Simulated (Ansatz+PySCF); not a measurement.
Values are calculated unless marked as measured or tabulated.
## PySCF 2.14.0 run

```python
from pyscf import gto, scf, cc

mol = gto.M(atom="""
Al 0.000000 0.000000 0.000000
Al 1.150330 1.533770 3.320700
""", basis='6-31g', charge=0, spin=2)
mf = scf.UHF(mol)
mf.kernel()
mycc = cc.CCSD(mf, frozen=10).run()
et = mycc.ccsd_t()
print(mf.e_tot, mycc.e_corr, et, mycc.e_tot + et)
```

The script is written out from the run's settings.

Output:

```
Converged                       : yes
Reference energy                : -483.70680 hartree
CCSD correlation energy         : -0.07652 hartree
Triples correction              : -0.00221 hartree
Total energy                    : -483.78552 hartree
Spin squared of the determinant : 2.033
```

Caution: large amplitudes, a single reference is doubtful.
